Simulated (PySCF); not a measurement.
From results back to the method.

Species: FHO.
Structure used (PBE0-D3(BJ)/def2-SVP), in Å, numbered top down from 1:
```
atom  x, y, z in Å
O1    -0.1901    0.4899    0.0000
F2     1.0076   -0.2390    0.0000
H3    -0.8175   -0.2509    0.0000
```

The closed-shell ground state was solved 5 times with PySCF (density fitting, gas phase), always with PBE0, in these basis sets: STO-3G, aug-cc-pVDZ, cc-pVTZ, def2-SVP and def2-TZVPD.

```csv
row,total energy (Eh),HOMO (eV),LUMO (eV),dipole (D)
P,-175.4416,-9.24,-1.13,1.89
Q,-175.4298,-9.01,-0.66,1.93
R,-175.2174,-8.81,-0.35,2.02
S,-172.9196,-4.04,5.27,1.41
T,-175.3897,-9.24,-1.22,1.91
```

Problem. Which basis belongs to which row?

Solution. P = def2-TZVPD, Q = cc-pVTZ, R = def2-SVP, S = STO-3G, T = aug-cc-pVDZ. From the lowest total energy up: def2-TZVPD (89 functions) 0 eV; cc-pVTZ (74 functions) +0.32 eV; aug-cc-pVDZ (55 functions) +1.41 eV; def2-SVP (33 functions) +6.10 eV; STO-3G (11 functions) +68.63 eV.
